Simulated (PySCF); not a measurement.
Gas-phase reaction: 2 SiHCl + 2 H + 3 SiF₄ ⇌ SiCl₂ + 4 SiHF₃

Method: PySCF energies (xtb for GFN2) plus ideal-gas RRHO corrections (1 bar). † marks an energy on the PBE0/def2-TZVP geometry and frequencies; other levels use their own. MP2 and CCSD(T) freeze the core. Open shells (unrestricted): H (multiplicity 2); the rest are closed-shell singlets. GFN2 has no spin-polarisation term. SiHCl: computed as isolated molecules; such fragments, hydroxides, amides, oligomers or adducts are transient or little studied in the gas. MP2 isn't extrapolated to the basis-set limit; its ΔH°(298 K) is -656.7 kJ in def2-SVP and -679.2 kJ in def2-TZVPP. CCSD(T) isn't extrapolated to the basis-set limit; its ΔH°(298 K) is -658.1 kJ in def2-SVP and -676.4 kJ in def2-TZVPP. The harmonic model lacks anharmonicity and excited electronic states, which grow with temperature; levels with a mode under 35 cm⁻¹ are left out.

| level | ΔE electronic, kJ | ΔH°(298 K), kJ | ΔS°(298 K), J/K | ΔG°(1000 K), kJ |
|---|---|---|---|---|
| BLYP/def2-TZVP† | -728 | -685 | -190 | -482 |
| CCSD(T)/def2-TZVPP† | -720 | -676 | -190 | -473 |
| GFN2-xTB | -947 | -907 | -193 | -705 |
| HF/def2-TZVP† | -616 | -573 | -190 | -370 |
| MP2/def2-SVP† | -700 | -657 | -190 | -454 |
| MP2/def2-TZVPP† | -723 | -679 | -190 | -476 |
| PBE/def2-SVP | -717 | -675 | -190 | -471 |
| PBE/def2-TZVP† | -719 | -676 | -190 | -473 |
| PBE0/def2-QZVP† | -722 | -678 | -190 | -475 |
| r2SCAN/def2-TZVP† | -738 | -694 | -190 | -491 |
| LDA/def2-TZVP† | -777 | -733 | -190 | -530 |
ΔH° is lowest at GFN2-xTB and highest at HF/def2-TZVP†. No reference value is set beside these.
